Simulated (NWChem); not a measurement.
# Extrapolating the CCSD correlation energy of methane (CH₄)

```
C
H 1 1.0981
H 1 1.0981 2 109.47
H 1 1.0981 2 109.47 3 120.00
H 1 1.0981 2 109.47 4 120.00
```
Charge 0, spin multiplicity 1.

The numbers come from NWChem runs, not from measurements. Structure: optimised with PBE0/def2-SVP, a minimum by its harmonic frequencies.

The correlated methods keep 1 core orbital frozen. Coupled-cluster values serve here as a point of comparison, not as the truth.

Worked example. The CCSD correlation energy is -185.23 mHa in cc-pVDZ and -218.76 mHa in cc-pVTZ. The form E(X) = E∞ + A/X³ turns the pair into an estimate of the basis-set limit.

E∞ = (3³·(-218.76) − 2³·(-185.23))/(3³ − 2³) = -232.9 mHa. The larger basis holds 94 % of that. This is a two-point estimate, and a rough one from so small a pair.
